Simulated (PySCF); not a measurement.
Mapped SMILES: `[CH3:1][n:2]1[cH:3][n:4][n:5][cH:6]1`. Hydrogens are named by the atom that carries them.

Geometry: PBE0-D3(BJ)/def2-SVP; GIAO shifts from PySCF, gas phase, non-relativistic, averaged over equivalent atoms.

At PBE0/pcSseg-1 (127 basis functions, 7.4 s wall time on 1 thread of an Arm Neoverse V2, shared host):
```json
{"atoms": "C3/C6", "δ (ppm)": "146.0"}
{"atoms": "C1", "δ (ppm)": "30.2"}
{"atoms": "N4/N5", "δ (ppm)": "376.0"}
{"atoms": "N2", "δ (ppm)": "185.4"}
{"atoms": "H(C3)/H(C6)", "δ (ppm)": "7.77"}
{"atoms": "H(C1)", "δ (ppm)": "3.56"}
```

References, each an isolated molecule treated in the same way: TMS for 13C (184.41 ppm), 1H (31.27 ppm); NH3 for 15N (265.67 ppm).

Estimate the result of repeating the calculation with B97-2/pcSseg-2.

Results:


| atoms | δ at B97-2/pcSseg-2 | change |
| --- | --- | --- |
| C3/C6 | 147.1 | +1.1 |
| C1 | 31.6 | +1.4 |
| N4/N5 | 368.9 | -7.1 |
| N2 | 181.9 | -3.5 |
| H(C3)/H(C6) | 7.85 | +0.08 |
| H(C1) | 3.57 | +0.01 |

Referencing at the same level of theory: 13C (183.46 ppm) and 1H (31.36 ppm) vs TMS; 15N (259.60 ppm) vs NH3.

The largest change is at N4/N5 (pyridine-type nitrogen of an azole). Cost: 286 basis functions, 23 s wall time on 1 thread of an Arm Neoverse V2, shared host.

Experimental scales use liquid or dissolved standards, which lie at an offset from isolated NH3 (liquid NH3: subtract about 20 ppm). Unscaled 15N shifts of sp2 nitrogen come out 20 to 40 ppm too high even then.
